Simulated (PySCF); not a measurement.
Gas-phase reaction: 2 AlH2Cl + 2 H ⇌ 2 AlH3 + Cl2

Computed with PySCF and rigid-rotor harmonic-oscillator thermochemistry at 1 bar. † marks an energy on the PBE0/def2-TZVP geometry and frequencies; other levels use their own. CCSD(T) freezes the core. 6-31G* has spherical d functions here. Open shells (unrestricted): H (multiplicity 2); the rest are closed-shell singlets. B3LYP is the form with VWN-RPA correlation. AlH2Cl, AlH3: computed as isolated molecules; such fragments, hydroxides, amides, oligomers or adducts are transient or little studied in the gas. CCSD(T) isn't extrapolated to the basis-set limit; its ΔH°(298 K) is 92.2 kJ in def2-SVP and 62.8 kJ in def2-TZVPP. The harmonic model lacks anharmonicity and excited electronic states, which grow with temperature; levels with a mode under 35 cm⁻¹ are left out.

```tsv
level	ΔE electronic, kJ	ΔH°(298 K), kJ	ΔS°(298 K), J/K	ΔG°(600 K), kJ
B3LYP/6-31G*	30	49	-98	110
B3LYP/def2-TZVP†	20	39	-98	100
CCSD(T)/def2-TZVPP†	44	63	-98	125
PBE0/def2-QZVP†	49	68	-98	129
PBE0/def2-SVP†	77	96	-98	157
PBE0/def2-TZVP	51	69	-98	131
LDA/def2-TZVP†	5	23	-98	85
```
ΔH° is lowest at LDA/def2-TZVP† and highest at PBE0/def2-SVP†. No reference value is set beside these.
